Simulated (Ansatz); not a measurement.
Ansatz (an electronic-structure program) input:

Ansatz 0.2 input:
```yaml
crystal:
  periodic: [false, false, false]
  atoms:
    - {symbol: C, position_ang: [1.52595049, 0.66962465, -0.00514131]}
    - {symbol: C, position_ang: [0.01306672, 0.83177596, 0.01107469]}
    - {symbol: S, position_ang: [-0.76842299, -0.82795444, -0.00401662]}
    - {symbol: H, position_ang: [-2.04530251, -0.41196503, 0.01342695]}
    - {symbol: H, position_ang: [-0.30620621, 1.36414052, 0.90638732]}
    - {symbol: H, position_ang: [-0.32262366, 1.38796375, -0.86351038]}
    - {symbol: H, position_ang: [2.00875442, 1.64843170, 0.00355520]}
    - {symbol: H, position_ang: [1.87121493, 0.11325855, 0.86772264]}
    - {symbol: H, position_ang: [1.85482770, 0.13703792, -0.89891611]}
basis:
  gaussian:
    orbitals: def2-TZVP
hamiltonian:
  xc: b3lyp
  dispersion: d3bj
phonons: {temperatures: {t_min: 298.15, t_max: 298.15, t_step: 100}}
```

**Question.** Which total energy does the run end on?

**Answer.** -478.08965 Eh (B3LYP-D3(BJ)/def2-TZVP). The basis has 135 functions. The run takes very roughly 110 core-seconds.
